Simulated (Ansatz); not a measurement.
## Which is lower?

Two relaxed structures of Si2NH7, closed shell (PBE0-D4/def2-TZVP; forces vanish, vibrations not checked).

A:

Si1  (-1.043, 0.758, -0.880)
N2  (0.120, 0.500, 0.369)
Si3  (0.996, -0.935, 0.755)
H4  (-1.373, -0.567, -1.458)
H5  (-0.532, 1.645, -1.963)
H6  (-2.274, 1.394, -0.336)
H7  (0.362, 1.317, 0.913)
H8  (0.403, -2.042, -0.035)
H9  (0.897, -1.243, 2.208)
H10  (2.445, -0.827, 0.427)
(Å)

B:

```json
{"atom": "Si1", "x (Å)": "-1.1031", "y (Å)": "0.8987", "z (Å)": "-1.0857"}
{"atom": "N2", "x (Å)": "-0.2181", "y (Å)": "1.0116", "z (Å)": "0.2346"}
{"atom": "Si3", "x (Å)": "1.6585", "y (Å)": "-1.2454", "z (Å)": "1.0176"}
{"atom": "H4", "x (Å)": "-0.9735", "y (Å)": "-0.3189", "z (Å)": "-1.9092"}
{"atom": "H5", "x (Å)": "-2.0815", "y (Å)": "1.8747", "z (Å)": "-1.6388"}
{"atom": "H6", "x (Å)": "2.4940", "y (Å)": "-0.0380", "z (Å)": "0.8184"}
{"atom": "H7", "x (Å)": "-0.2651", "y (Å)": "1.8226", "z (Å)": "0.8375"}
{"atom": "H8", "x (Å)": "0.9686", "y (Å)": "-1.6401", "z (Å)": "-0.2360"}
{"atom": "H9", "x (Å)": "0.6978", "y (Å)": "-1.0721", "z (Å)": "2.1324"}
{"atom": "H10", "x (Å)": "2.5730", "y (Å)": "-2.3687", "z (Å)": "1.3836"}
```

Computed with Ansatz 0.2.0 (basis: def2-TZVPP); correlated methods freeze the cores. B3LYP uses VWN-RPA correlation.

Problem. Which structure is lower at CCSD(T), and by how much? (An estimate is asked for; the value comes from the calculation.)

Solution. By the calculation: A, by 61.16 kcal/mol (electronic energy, against the other). By their contacts, A is Si₂NH₇ ([SiH3][NH][SiH3]) and B is a complex of SiNH₃ ([NH][SiH2]) + SiH₄.

All methods give the same order:

| method | E(B) − E(A) (kcal/mol) |
| --- | --- |
| PBE-D4 | 57.33 |
| r2SCAN-D4 | 61.91 |
| PBE0-D4 | 63.53 |
| B3LYP-D4 | 59.94 |
| wB97M-V | 62.56 |
| HF | 69.73 |
| MP2 | 62.28 |
| CCSD | 63.21 |
| CCSD(T) | 61.16 |

T1 diagnostic: at most 0.017.

Labels in which every atom is bracketed show which atoms are joined, not bond orders.

For scale, one of the runs: CCSD(T)/def2-TZVPP, 213 basis functions, launched by `ansatz run in.yaml --threads 2 --pin off --events-out ev --progress --plain --max-ram 4352MiB`. Hardware: 2 CPU threads of an Arm Neoverse V1, shared host. Wall time 70 s; peak host memory 2.8 GiB.
